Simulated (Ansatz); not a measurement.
Cost and result for the atomization energy of C3H7FO2 (`CCC(O)(O)F`) (13 atoms, 12 bonds).

```xyz
13

C     0.1229   -0.3958    1.5966
C    -0.0729    0.6033    0.4731
C     0.2068    0.0208   -0.8967
O    -0.5595   -1.0942   -1.2139
O     0.0644    1.0182   -1.8319
F     1.4906   -0.4559   -0.9397
H    -0.5275   -1.2635    1.4743
H    -0.1030    0.0658    2.5593
H     1.1533   -0.7529    1.6258
H     0.5847    1.4670    0.5938
H    -1.0971    0.9886    0.4616
H    -1.4824   -0.8235   -1.2047
H     0.2196    0.6220   -2.6977
```

The species carries charge 0 and has multiplicity 1. The geometry is a stationary point of PBE0-D4/def2-TZVP. It is one conformer, not always the lowest. Program: Ansatz. All runs use 2 threads of an AMD EPYC 7R13 on a shared host and a share of an NVIDIA H100 80 GB. Times are those of one run each, without the atoms' runs, and a repeat can differ threefold. Electronic energies, without spin–orbit coupling; frozen cores. CCSD(T)/CBS adds CCSD(T) − MP2 in def2-TZVPP to the MP2 limit, and its time is that of the two runs behind it. T1 = 0.011. B3LYP takes the VWN-RPA correlation (the form of Gaussian; ORCA's B3LYP/G).

CCSD(T)/CBS is a level of theory with its own doubt, some kJ/mol a heavy atom from the limit and from the frozen cores, so smaller differences don't rank the functionals.

```csv
level,functions,wall time
B3LYP-D4/def2-TZVPP (with forces),284,3.5 s
PBE-D4/def2-TZVPP (with forces),284,3.7 s
PBE0-D4/def2-TZVPP,284,3.8 s
r2SCAN-D4/def2-TZVPP (with forces),284,4.4 s
B2PLYP/def2-TZVPP,284,5 s
ωB97X-V/def2-TZVPP,284,5.5 s
MP2/def2-QZVPP,552,6.5 s
ωB97M-V/def2-TZVPP (with forces),284,8.5 s
CCSD(T)/def2-TZVPP,284,11 s
CCSD(T)/CBS(def2),–,17 s
```

**Question.** What atomization energy does each give, and how far from CCSD(T)/CBS? (Estimate.)

**Answer.** Computed: 
| level | atomization (kcal/mol) | difference from CCSD(T)/CBS | per bond |
| --- | --- | --- | --- |
| B3LYP-D4/def2-TZVPP (with forces) | 1231.3 | -6.2 | -0.5 |
| PBE-D4/def2-TZVPP (with forces) | 1268.8 | 31.3 | 2.6 |
| PBE0-D4/def2-TZVPP | 1239.6 | 2.1 | 0.2 |
| r2SCAN-D4/def2-TZVPP (with forces) | 1239.9 | 2.4 | 0.2 |
| B2PLYP/def2-TZVPP | 1221.7 | -15.8 | -1.3 |
| ωB97X-V/def2-TZVPP | 1238.1 | 0.6 | 0.0 |
| MP2/def2-QZVPP | 1251.9 | 14.4 | 1.2 |
| ωB97M-V/def2-TZVPP (with forces) | 1240.6 | 3.1 | 0.3 |
| CCSD(T)/def2-TZVPP | 1206.0 | -31.5 | -2.6 |
| CCSD(T)/CBS(def2) | 1237.5 | 0.0 | 0.0 |

From PBE to PBE0 (25 % exact exchange), in def2-TZVPP and without D4, the atomization energy moves by −28.3 kcal/mol: exact exchange takes away binding that semilocal exchange gives to molecules. The D4 term adds +8.4 kcal/mol with B3LYP and +4.4 kcal/mol with PBE0; it sums over pairs of atoms, weighted by their polarisabilities, and B3LYP, whose exchange is more repulsive, gets the larger term. In def2-TZVPP, CCSD(T) changes the Hartree–Fock value by +326.3 kcal/mol (the triples alone add +19.4 kcal/mol) and MP2 by +353.7 kcal/mol; breaking electron pairs costs correlation energy, which Hartree–Fock lacks.
